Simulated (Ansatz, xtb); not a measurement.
System: C2H2Cl, charge -1, multiplicity 1. It need not be the lowest isomer of its formula. Whether it binds its extra electron was not tested at this geometry. 
Coordinates optimised at B3LYP-D3(BJ)/def2-TZVP (Ansatz, an electronic-structure program):
```
C
C 1 1.3406
H 1 1.0904 2 127.60
H 1 1.0915 3 116.38 2 180.00
Cl 2 1.9798 1 106.86 3 0.00
```
Charge -1, spin multiplicity 1.

Harmonic wavenumbers from GFN2-xTB (xtb, at its own minimum), cm⁻¹: 350, 500, 666, 846, 976, 1399, 1579, 2787, 2921.

**Question.** Give the harmonic wavenumbers at B3LYP-D3(BJ)/def2-TZVP (Ansatz, finite differences of forces, unscaled).

**Answer.** 319, 427, 682, 800, 992, 1343, 1564, 3034, 3092 cm⁻¹. Zero-point energy 17.5 kcal/mol.

**Question.** From these and the geometry, give the ideal-gas thermochemistry at 298.15 K and 1 atm (rigid rotor, harmonic oscillator).

**Answer.** Point group Cs, rotational symmetry number 1. Rotational constants 54.16, 5.795, 5.235 GHz. S(trans) 38.27, S(rot) 22.80, S(vib) 2.85, S(elec, spin only) 0.00, S 63.9 cal/(mol K). H(298) - H(0) 2.95 kcal/mol; G - E(el) 1.4 kcal/mol.
